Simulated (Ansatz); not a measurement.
# BH2ClO (SMILES OBCl): levels of theory compared

Aim: a comparison of 6 runs (BHLYP/STO-3G, HSE06/STO-3G, UB3LYP/STO-3G, MP2/STO-3G, UMP2/STO-3G, CCSD(T)/STO-3G) of BH2ClO. 

Program for the calculation: Ansatz 0.2.0.

65 further runs of the same task are left out: 4 that didn't finish, 61 set aside as unsound or not needed.

**1. Starting point**

BH2ClO has 5 atoms, charge 0, and is taken as a singlet. SMILES: `OBCl`. The Cl3–B2 distance was set to 4.416 Å, away from the relaxed value. At this shape a bond of the SMILES string is far longer than usual.

Bond lengths: O1–B2 1.340 Å, O1–H4 0.963 Å, B2–H5 1.189 Å. Angles: O1–B2–H5 119.8°, B2–O1–H4 113.9°.

**2. The energy at BHLYP/STO-3G (run 1)**

Contents of in.yaml:

```yaml
crystal:
  periodic: [false, false, false]
  atoms:
    - symbol: O
      position_ang: [-1.477708, -3.068430, 0.796910]
    - symbol: B
      position_ang: [-0.235408, -2.587030, 0.937710]
    - symbol: Cl
      position_ang: [0.788600, 1.496000, -0.395300]
    - symbol: H
      position_ang: [-2.092108, -2.448630, 0.390110]
    - symbol: H
      position_ang: [0.608892, -3.264930, 1.428410]
basis:
  gaussian:
    orbitals: STO-3G
accuracy: high
hamiltonian:
  xc: {name: BHLYP}
```

Launch:

```
$ ansatz run in.yaml --threads 1 --pin off --max-ram 2610MiB --events-out events.jsonl --progress --plain --runs-dir runs
```

Log:

```text
Warning: RAYON_NUM_THREADS=1 ignored (pool sized by the plan → 1); use --threads N
Functional definition: BHLYP
  name "BHLYP"
  parameter a = 0.5
  exchange = (1 - a)*b88_x + a*exact_x
  correlation = lyp_c
326 factors; integrals over basis functions are off by at most 3.1e-8 eV
mean field evaluation 1: about -15096.1272 eV, gradient 1.7e1 eV
mean field evaluation 2: about -14979.8854 eV, gradient 4.5e1 eV
mean field evaluation 4: about -15096.9081 eV, gradient 7.4e0 eV
mean field evaluation 8: about -15098.2930 eV, gradient 1.2e1 eV
mean field evaluation 16: about -15099.3368 eV, gradient 6.5e-2 eV
mean field evaluation 32: about -15098.4217 eV, gradient 1.1e1 eV
mean field -15099.33969445 eV, -554.8904990710 hartree, gradient 3.9e-8 eV, S^2 0.000000; 4 other end points of the search recorded, 0 dependent functions left out
reference -15099.33971672 eV, -554.8904998894 hartree; 16, 16 occupied and 5, 5 virtual orbitals, 326 factors
Total energy: -15099.33971672 eV, -554.8904998894 hartree
```

It took 1.9 s on 1 thread of Arm Neoverse V1, shared host; peak memory 0.094 GiB.

**3. A single-point energy at HSE06/STO-3G (run 2)**

Contents of job.yaml:

```yaml
crystal:
  periodic: [false, false, false]
  atoms:
    - {symbol: O, position_ang: [-1.477708, -3.068430, 0.796910]}
    - {symbol: B, position_ang: [-0.235408, -2.587030, 0.937710]}
    - {symbol: Cl, position_ang: [0.788600, 1.496000, -0.395300]}
    - {symbol: H, position_ang: [-2.092108, -2.448630, 0.390110]}
    - {symbol: H, position_ang: [0.608892, -3.264930, 1.428410]}
basis:
  gaussian:
    orbitals: STO-3G
hamiltonian:
  xc: hse06
accuracy: high
```

Launch:

```
$ ansatz run job.yaml --threads 1 --pin off --max-ram 2610MiB --events-out events.jsonl --progress --plain --runs-dir runs
```

Log:

```text
Warning: RAYON_NUM_THREADS=1 ignored (pool sized by the plan → 1); use --threads N
Functional definition: HSE06
  name "HSE06"
  parameter a = 0.25
  parameter omega = 0.11/bohr
  exchange = pbe_x - a*pbe_x_sr(omega) + a*exact_x_sr(omega)
  correlation = pbe_c
326 factors; integrals over basis functions are off by at most 3.1e-8 eV
71 factors; integrals over basis functions are off by at most 5.4e-10 eV
mean field evaluation 1: about -15090.2442 eV, gradient 1.3e1 eV
mean field evaluation 2: about -14972.3161 eV, gradient 4.7e1 eV
mean field evaluation 4: about -15074.7645 eV, gradient 1.5e1 eV
mean field evaluation 8: about -15090.5624 eV, gradient 8.7e0 eV
mean field evaluation 16: about -15093.8641 eV, gradient 1.6e-4 eV
mean field evaluation 32: about -15093.6598 eV, gradient 4.9e0 eV
mean field -15093.86405457 eV, -554.6892730171 hartree, gradient 2.5e-8 eV, S^2 0.000000; 4 other end points of the search recorded, 0 dependent functions left out
reference -15093.86405673 eV, -554.6892730962 hartree; 16, 16 occupied and 5, 5 virtual orbitals, 326 factors
Total energy: -15093.86405673 eV, -554.6892730962 hartree
```

It took 2.5 s on 1 thread of Arm Neoverse V1, shared host; peak memory 0.095 GiB.

**4. A single-point energy at UB3LYP/STO-3G (run 3)**

Contents of input.yaml:

```yaml
crystal:
  periodic: [false, false, false]
  atoms:
    - {symbol: O, position_ang: [-1.477708, -3.068430, 0.796910]}
    - {symbol: B, position_ang: [-0.235408, -2.587030, 0.937710]}
    - {symbol: Cl, position_ang: [0.788600, 1.496000, -0.395300]}
    - {symbol: H, position_ang: [-2.092108, -2.448630, 0.390110]}
    - {symbol: H, position_ang: [0.608892, -3.264930, 1.428410]}
basis:
  gaussian: {orbitals: STO-3G}
magnetization: {spin_polarized: true}
hamiltonian: {xc: {name: B3LYP}}
accuracy: high
```

Launch:

```
$ ansatz run input.yaml --threads 1 --pin off --max-ram 2610MiB --events-out events.jsonl --progress --plain --runs-dir runs
```

Log:

```text
Warning: RAYON_NUM_THREADS=1 ignored (pool sized by the plan → 1); use --threads N
Functional definition: B3LYP
  name "B3LYP"
  parameter a0 = 0.2
  parameter ax = 0.72
  parameter ac = 0.81
  exchange = (1 - a0 - ax)*slater_x + ax*b88_x + a0*exact_x
  correlation = (1 - ac)*vwn_rpa_c + ac*lyp_c
326 factors; integrals over basis functions are off by at most 3.1e-8 eV
mean field evaluation 1: about -15096.8973 eV, gradient 9.9e0 eV
mean field evaluation 2: about -14979.4243 eV, gradient 3.3e1 eV
mean field evaluation 4: about -15098.8704 eV, gradient 7.5e0 eV
mean field evaluation 8: about -15099.1423 eV, gradient 7.4e0 eV
mean field evaluation 16: about -15100.7992 eV, gradient 6.7e-4 eV
mean field evaluation 32: about -15097.0342 eV, gradient 1.0e1 eV
mean field evaluation 64: about -15101.5890 eV, gradient 1.5e0 eV
mean field -15101.70839582 eV, -554.9775472408 hartree, gradient 6.9e-9 eV, S^2 0.761985; 6 other end points of the search recorded, 0 dependent functions left out
reference -15101.70842831 eV, -554.9775484346 hartree; 16, 16 occupied and 5, 5 virtual orbitals, 326 factors
Total energy: -15101.70842831 eV, -554.9775484346 hartree
```

It took 6 s on 1 thread of Arm Neoverse V1, shared host; peak memory 0.13 GiB.

Runs 4 to 5 aren't shown in full; the table further down has their settings and results.

**5. The energy at CCSD(T)/STO-3G (run 6)**

Contents of run.yaml:

```yaml
crystal:
  periodic: [false, false, false]
  atoms:
    - symbol: O
      position_ang: [-1.477708, -3.068430, 0.796910]
    - symbol: B
      position_ang: [-0.235408, -2.587030, 0.937710]
    - symbol: Cl
      position_ang: [0.788600, 1.496000, -0.395300]
    - symbol: H
      position_ang: [-2.092108, -2.448630, 0.390110]
    - symbol: H
      position_ang: [0.608892, -3.264930, 1.428410]
basis:
  gaussian: {orbitals: STO-3G}
scf: {omitted_lower_state_checks: [cluster_reference, increment]}
total_charge: 0
correlation: {method: ccsd_t, frozen_orbitals: {B: 1, Cl: 5, H: 0, O: 1}}
accuracy: high
```

Launch:

```
$ ansatz run run.yaml --threads 1 --pin off --max-ram 2610MiB --events-out events.jsonl --progress --plain --runs-dir runs
```

Log:

```text
Warning: RAYON_NUM_THREADS=1 ignored (pool sized by the plan → 1); use --threads N
[... 13 lines left out ...]
7 core orbitals not correlated: weight in the atoms' cores, before any rotation towards them, 1.000 or more for the frozen orbitals, at most 0.000 for the correlated occupied ones
[... 79 lines left out ...]
WARN: these amplitudes may be one of several solutions (largest doubles amplitude 1.40, level shift 7.02 eV)
Total energy: -15075.95992180 eV, -554.0313082734 hartree
Checks for a lower state left out: cluster_reference, increment
```

Wall time 0.3 s (1 thread of Arm Neoverse V1, shared host).

**6. The series**

```
run           level  frozen core orbitals  energy (Eh)  wall time
  1    BHLYP/STO-3G                     –  -554.890500      1.9 s
  2    HSE06/STO-3G                     –  -554.689273      2.5 s
  3   UB3LYP/STO-3G                     –  -554.977548        6 s
  4      MP2/STO-3G                     7  -553.890470     0.22 s
  5     UMP2/STO-3G                     7  -553.940061     0.54 s
  6  CCSD(T)/STO-3G                     7  -554.031308      0.3 s
```

**7. Results**

```
                                          quantity          value
                               run 6: total energy  -554.03131 Eh
run 6: correlation energy (7 core orbitals frozen)     -302.3 mEh
                             run 6: (T) correction     -80.68 mEh
                              run 6: T1 diagnostic          0.202
```

What this shows: Totals of different functionals can't be ranked against each other. In run 6 the T1 diagnostic is large, so a single reference may not serve. In runs 4, 6 the log says that unrestricted orbitals would lower the reference, so the values rest on an unstable closed-shell determinant (other closed-shell runs at this shape may share the fault). In runs 1, 2, 3, 4, 5, 6 the basis is minimal, so the values are rough. Spin contamination of the reference: run 5 ⟨S²⟩ = 1.00, run 3 ⟨S²⟩ = 0.76. Where it is this large, the reference is a mixture of spin states, and values that rest on it are in doubt. All runs together took 11 s, the longest 6 s.
